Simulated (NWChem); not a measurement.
# BF3; SMILES B(F)(F)F

```xyz
4

B      0.0000     0.0000     0.0000
F     -0.3458    -1.2639     0.0000
F     -0.9217     0.9315     0.0000
F      1.2675     0.3325     0.0000
```
Atoms are numbered in this order, from 1.

All runs: NWChem. Structure relaxed at the PBE0/def2-SVP level.

Question: Predict the results for B3LYP/def2-TZVPD. Quantities: highest occupied level (eV); orbital gap (eV).

Answer: 
```yaml
highest occupied level (eV): -11.94
orbital gap (eV): 11.44
```
